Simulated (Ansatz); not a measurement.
Job for Ansatz (a program for electronic structure): R-HF/def2-TZVPP on phosphine (SMILES P), atoms moved off the minimum.

Ansatz 0.2 input:
```yaml
crystal:
  periodic: [false, false, false]
  atoms:
    - {symbol: P, position_ang: [-0.12245687, 0.04628720, 0.16433483]}
    - {symbol: H, position_ang: [-0.52760110, 1.12124637, -0.59223869]}
    - {symbol: H, position_ang: [1.11452933, -0.02516903, -0.85542697]}
    - {symbol: H, position_ang: [-0.74470578, -0.94357706, -0.64759885]}
basis:
  gaussian:
    orbitals: def2-TZVPP
hamiltonian:
  xc: {name: HF}
scf: {lower_state_search: off}
output: {forces: true}
```

Program output:

```
WARN ansatz: RAYON_NUM_THREADS=1 ignored (pool sized by the plan → 1); use --threads N
Functional definition: HF
these checks for a lower state are left out or cut short: stability, starts, cluster_reference, orbital_swaps, neighbouring_geometries, increment
integrals: 0.01 GiB planned
519 factors; their error is unknown
mean field: 0.11 GiB planned
mean field evaluation 1: about -9318.4044 eV, gradient 9.2e0 eV
mean field evaluation 2: about -9318.8846 eV, gradient 3.3e0 eV
mean field evaluation 4: about -9318.9655 eV, gradient 2.5e-1 eV
mean field evaluation 8: about -9319.0099 eV, gradient 5.2e-5 eV
mean field -9319.00990852 eV, -342.4672974863 hartree, gradient 2.1e-6 eV, S^2 0.000000; 0 other end points of the search recorded, 0 dependent functions left out
the calculation of the forces begins
reference -9319.00990852 eV, -342.4672974863 hartree; 9, 9 occupied and 75, 75 virtual orbitals, 519 factors
Total energy: -9319.00990852 eV, -342.4672974863 hartree
Atom 0 at    -0.122457     0.046287     0.164335 Å, force     2.765251    -0.942368    -2.449254 eV/Å
Atom 1 at    -0.527601     1.121246    -0.592239 Å, force    -0.766195     0.606603    -0.167568 eV/Å
Atom 2 at     1.114529    -0.025169    -0.855427 Å, force    -1.753504    -0.000310     2.220072 eV/Å
Atom 3 at    -0.744706    -0.943577    -0.647599 Å, force    -0.245552     0.336075     0.396749 eV/Å
Dipole moment:    -0.079035     0.016758    -0.095149 e Å
Checks for a lower state left out: stability, starts, cluster_reference, orbital_swaps, neighbouring_geometries, increment
```

Self-consistency was reached.

Cost: about 0.6 core-seconds (a rough figure).
